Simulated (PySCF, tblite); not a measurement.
# Sulfur dioxide (SO2): isotopologues and vibrational averages

Aim: rotational constants, zero-point energies and shieldings of isotopologues of Sulfur dioxide (SO2) (`O=S=O`).

Programs: PySCF 2.14.0 with density-fitted response routines of our own, and tblite 0.8.0. All values are computed, except where a source is named. Atoms count from 0 throughout.

## (1) The molecule as given

3 atoms, charge 0, multiplicity 1; geometry from: force field or distance geometry start.

Bonds of the start (Å): O0–S1 1.28, S1–O2 1.39.

## (2) GFN2-xTB relaxation, lowest of a short conformer search

What the job is given:

```
{"job": {"xc": "GFN2-xTB", "basis": "xTB", "kind": "relax"}, "charge": 0, "multiplicity": 1}
O     -1.301800    -0.010300    -0.010600
S     -0.022900     0.010300    -0.046000
O      1.370700    -0.010100     0.006400
```

Run with:

```
> OMP_NUM_THREADS=1 python ens_run.py task.json out
```

One launch serves the whole session.

The log of the run:

```text
step      E/eV     max force
  0    -305.07530   18.047
  1    -305.91330   13.460
  2    -306.56336    4.577
  3    -307.05386    3.595
  4    -308.54206    6.562
  5    -309.25892    2.810
  6    -309.31980    0.734
  7    -309.32483    0.112
  8    -309.32508    0.009
  9    -309.32508    0.000
```

Run time: 0.05 s. Hardware: 1 thread of Intel Xeon Platinum 8488C, shared host.

Gain 4.250 eV; displacement 0.35 Å root mean square.

## (3) Tight optimisation and Hessian

What the job is given:

```
{"job": {"xc": "B3LYP", "basis": "pcSseg-2", "grid": 2, "temperatures": [250, 1000], "kind": "geom"}, "charge": 0, "multiplicity": 1}
O     -1.200925    -0.118409     0.220263
S      0.010608     0.210966    -0.473018
O      1.236241    -0.102708     0.202542
```

The log of the run:

```text
step   0  E = -14931.5510219 eV  max force = 0.60024
step   1  E = -14931.5620576 eV  max force = 0.07285
step   2  E = -14931.5622979 eV  max force = 0.00319
step   3  E = -14931.5622979 eV  max force = 0.00297
step   4  E = -14931.5622979 eV  max force = 0.00297
harmonic wavenumbers (cm-1): 526.0 1170.1 1359.3
```

Run time: 58 s. Hardware: 1 thread of Intel Xeon Platinum 8488C, shared host; peak memory 0.49 GiB.

## (4) Displacements along the modes, parent

What the job is given:

```
{"job": {"xc": "B3LYP", "basis": "pcSseg-2", "grid": 2, "temperatures": [250, 1000], "kind": "vib", "mass_numbers": [16, 32, 16]}, "charge": 0, "multiplicity": 1}
O     -1.220549    -0.115876     0.214744
S      0.010727     0.205646    -0.461694
O      1.255746    -0.099921     0.196737
```

The log of the run:

```text
mode    cm-1    km/mol   phi_rrr   E(+)/cm-1  E(-)/cm-1
  1    525.97    34.02      40.4      96.16      93.25
  2   1170.13    34.93    -247.3     201.95     219.74
  3   1359.31   224.99      -0.0     245.03     245.03
```

It took 25 s on 1 thread of Intel Xeon Platinum 8488C, shared host; peak memory 0.49 GiB.

## (5) Displacements along the modes, 17O at atom 0

What the job is given:

```
{"job": {"xc": "B3LYP", "basis": "pcSseg-2", "grid": 2, "temperatures": [250, 1000], "kind": "vib", "mass_numbers": [17, 32, 16]}, "charge": 0, "multiplicity": 1}
O     -1.220549    -0.115876     0.214744
S      0.010727     0.205646    -0.461694
O      1.255746    -0.099921     0.196737
```

The log of the run:

```text
mode    cm-1    km/mol   phi_rrr   E(+)/cm-1  E(-)/cm-1
  1    520.28    33.16     -39.6      92.26      95.11
  2   1155.77    35.32     243.7     217.03     199.49
  3   1348.48   220.87      63.7     245.38     240.79
```

Wall time 25 s (1 thread of Intel Xeon Platinum 8488C, shared host); peak memory 0.49 GiB.

## (6) Displacements along the modes, 33S at atom 1

What the job is given:

```
{"job": {"xc": "B3LYP", "basis": "pcSseg-2", "grid": 2, "temperatures": [250, 1000], "kind": "vib", "mass_numbers": [16, 33, 16]}, "charge": 0, "multiplicity": 1}
O     -1.220549    -0.115876     0.214744
S      0.010727     0.205646    -0.461694
O      1.255746    -0.099921     0.196737
```

The log of the run:

```text
mode    cm-1    km/mol   phi_rrr   E(+)/cm-1  E(-)/cm-1
  1    523.75    33.86      40.3      95.76      92.86
  2   1166.15    34.04    -246.7     201.25     219.01
  3   1350.53   221.82       0.0     243.45     243.45
```

Run time: 24 s. Hardware: 1 thread of Intel Xeon Platinum 8488C, shared host; peak memory 0.49 GiB.

## (7) Displacements along the modes, 18O at atom 0, 18O at atom 2

What the job is given:

```
{"job": {"xc": "B3LYP", "basis": "pcSseg-2", "grid": 2, "temperatures": [250, 1000], "kind": "vib", "mass_numbers": [18, 32, 18]}, "charge": 0, "multiplicity": 1}
O     -1.220549    -0.115876     0.214744
S      0.010727     0.205646    -0.461694
O      1.255746    -0.099921     0.196737
```

The log of the run:

```text
mode    cm-1    km/mol   phi_rrr   E(+)/cm-1  E(-)/cm-1
  1    504.04    30.75     -37.3      89.42      92.10
  2   1118.57    34.35     228.3     209.75     193.32
  3   1315.07   211.54      -0.0     237.04     237.04
```

Wall time 25 s (1 thread of Intel Xeon Platinum 8488C, shared host); peak memory 0.49 GiB.

## (8) Displacements along the modes, 17O at atom 0, 33S at atom 1

What the job is given:

```
{"job": {"xc": "B3LYP", "basis": "pcSseg-2", "grid": 2, "temperatures": [250, 1000], "kind": "vib", "mass_numbers": [17, 33, 16]}, "charge": 0, "multiplicity": 1}
O     -1.220549    -0.115876     0.214744
S      0.010727     0.205646    -0.461694
O      1.255746    -0.099921     0.196737
```

The log of the run:

```text
mode    cm-1    km/mol   phi_rrr   E(+)/cm-1  E(-)/cm-1
  1    518.07    33.01      39.5      94.71      91.86
  2   1151.70    34.47    -243.3     198.77     216.28
  3   1339.65   217.68     -65.0     239.15     243.83
```

It took 25 s on 1 thread of Intel Xeon Platinum 8488C, shared host; peak memory 0.49 GiB.

## (9) Vibrational averages by isotopologue

What the job is given:

```
{"job": {"xc": "B3LYP", "basis": "pcSseg-2", "grid": 2, "temperatures": [250, 1000], "kind": "iso"}, "charge": 0, "multiplicity": 1}
O     -1.220549    -0.115876     0.214744
S      0.010727     0.205646    -0.461694
O      1.255746    -0.099921     0.196737
```

The log of the run:

```text
parent
  Be/MHz 58115.983 10304.322 8752.458
  B0/MHz 58385.569 10265.151 8709.787
  ZPE/cm-1 1527.7
  <sigma>(0 K)/ppm -344.298 -322.820 -344.294
17O at atom 0
  Be/MHz 57263.455 9994.434 8509.274
  B0/MHz 57525.916 9956.806 8468.237
  ZPE/cm-1 1512.3
  <sigma>(0 K)/ppm -344.056 -322.695 -344.219
33S at atom 1
  Be/MHz 57234.971 10304.322 8732.214
  B0/MHz 57499.553 10265.373 8689.83
  ZPE/cm-1 1520.2
  <sigma>(0 K)/ppm -344.219 -322.765 -344.215
18O at atom 0, 18O at atom 2
  Be/MHz 54881.21 9156.913 7847.552
  B0/MHz 55124.587 9123.34 7810.85
  ZPE/cm-1 1468.8
  <sigma>(0 K)/ppm -343.693 -322.344 -343.689
17O at atom 0, 33S at atom 1
  Be/MHz 56382.548 9994.329 8489.489
  B0/MHz 56639.885 9956.927 8448.732
  ZPE/cm-1 1504.7
  <sigma>(0 K)/ppm -343.975 -322.640 -344.139
```

Wall time 3.1 min (1 thread of Intel Xeon Platinum 8488C, shared host); peak memory 0.49 GiB. This counts the whole study up to here.

Rotational constants (MHz) at equilibrium and in the ground state:

```tsv
isotopologue	Be	B0	zero-point change (cm⁻¹)
parent	58116.0, 10304.3, 8752.5	58385.6, 10265.2, 8709.8	0.0
17O at atom 0	57263.5, 9994.4, 8509.3	57525.9, 9956.8, 8468.2	-15.4
33S at atom 1	57235.0, 10304.3, 8732.2	57499.6, 10265.4, 8689.8	-7.5
18O at atom 0, 18O at atom 2	54881.2, 9156.9, 7847.6	55124.6, 9123.3, 7810.9	-58.9
17O at atom 0, 33S at atom 1	56382.5, 9994.3, 8489.5	56639.9, 9956.9, 8448.7	-23.0
```

Shieldings of the first species (ppm): at equilibrium, the vibrational parts at 0 K, and the averages:

```tsv
atom	equilibrium	anharmonic	harmonic	0 K	250 K	1000 K
O0	-328.45	-9.24	-6.61	-344.30	-345.47	-356.85
S1	-310.88	-8.60	-3.34	-322.82	-323.78	-332.39
O2	-328.44	-9.24	-6.61	-344.29	-345.47	-356.85
```

Isotope effects on the shieldings at 0 K (ppb; positive means more shielded):

```tsv
atom	17O at atom 0	33S at atom 1	18O at atom 0, 18O at atom 2	17O at atom 0, 33S at atom 1
O0	242	79	605	323
S1	124	54	475	180
O2	75	79	605	156
```

## (10) What came out

| quantity | value |
| --- | --- |
| point group | C2v |
| B0 of the first species | 58385.6, 10265.2, 8709.8 MHz |
| zero-point energy | 1528 cm⁻¹ |
| zero-point change of σ(O2) | -15.85 ppm |

Zero-point motion changes the shielding of O0, O2 most, by -15.85 ppm. The largest secondary isotope effect is 475 ppb on S1, 1 bond from the change (18O at atom 0, 18O at atom 2).
